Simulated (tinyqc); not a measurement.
Inside a calculation. Method: RHF in the sto-3g basis, for LiH, spin multiplicity 1. One step of it, computed by the program tinyqc.

Problem. Orthogonalisation. S = U s U^T; symmetric (Loewdin) form X = U s^(-1/2) U^T, so that X^T S X = 1.

overlap S, order 1Li 1s, 1Li 2s, 1Li 2px, 1Li 2py, 1Li 2pz, 2H 1s:
```
[[1.000000, 0.241137, 0.000000, 0.000000, 0.000000, 0.026919],
 [0.241137, 1.000000, 0.000000, 0.000000, 0.000000, 0.295972],
 [0.000000, 0.000000, 1.000000, 0.000000, 0.000000, 0.000000],
 [0.000000, 0.000000, 0.000000, 1.000000, 0.000000, 0.000000],
 [0.000000, 0.000000, 0.000000, 0.000000, 1.000000, 0.418734],
 [0.026919, 0.295972, 0.000000, 0.000000, 0.418734, 1.000000]]
```

Give: eigenvalues of S; X.

Solution.

eigenvalues of S: [0.4729, 0.8033, 1.0000, 1.0000, 1.1813, 1.5424]

X, order 1Li 1s, 1Li 2s, 1Li 2px, 1Li 2py, 1Li 2pz, 2H 1s:
```
[[1.0234, -0.1302, 0.0000, 0.0000, -0.0069, 0.0180],
 [-0.1302, 1.0660, 0.0000, 0.0000, 0.0595, -0.1830],
 [0.0000, 0.0000, 1.0000, 0.0000, 0.0000, 0.0000],
 [0.0000, 0.0000, 0.0000, 1.0000, 0.0000, 0.0000],
 [-0.0069, 0.0595, 0.0000, 0.0000, 1.0820, -0.2533],
 [0.0180, -0.1830, 0.0000, 0.0000, -0.2533, 1.1237]]
```
